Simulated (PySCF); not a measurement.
Atom-mapped SMILES (the numbers label the heavy atoms): `[CH3:1][N:2]([CH3:3])[P:4]([CH3:5])[CH3:6]`. Hydrogens are named by the atom that carries them.

Geometry: PBE0-D3(BJ)/def2-SVP; GIAO shifts from PySCF, gas phase, non-relativistic, averaged over equivalent atoms.

At PBE0/pcSseg-0 (82 basis functions, 8.6 s wall time on 1 thread of an x86-64 server CPU, shared host):
```tsv
atoms	δ (ppm)
C1/C3	44.0
C5/C6	19.3
N2	22.6
P4	-25.1
H(C1)/H(C3)	2.25
H(C5)/H(C6)	1.16
```

Shifts are taken against calculated references (same method and geometry level): ¹³C (σ = 193.52 ppm) and ¹H (σ = 32.83 ppm) against TMS; ¹⁵N (σ = 266.02 ppm) vs NH3; ³¹P (σ = 281.41 ppm) vs H3PO4.

**Question.** Predict the values at PBE0/cc-pVDZ on the same geometry.

**Answer.** 
```csv
atoms,δ at PBE0/cc-pVDZ,change
C1/C3,40.0,-4.0
C5/C6,18.8,-0.5
N2,40.0,+17.4
P4,33.2,+58.3
H(C1)/H(C3),2.10,-0.15
H(C5)/H(C6),1.02,-0.14
```

δ = σ(ref) − σ, references computed at the same level: ¹³C (σ = 196.75 ppm), ¹H (σ = 31.29 ppm) against TMS; NH3 for ¹⁵N (σ = 273.12 ppm); ³¹P (σ = 389.39 ppm) against H3PO4.

The largest change is at P4 (phosphorus bonded to 2 C, N). Cost: 148 basis functions, 19 s wall time on 1 thread of an x86-64 server CPU, shared host.

Experimental scales use liquid or dissolved standards, which lie at an offset from isolated NH3 (liquid NH3: subtract about 20 ppm) and H3PO4.
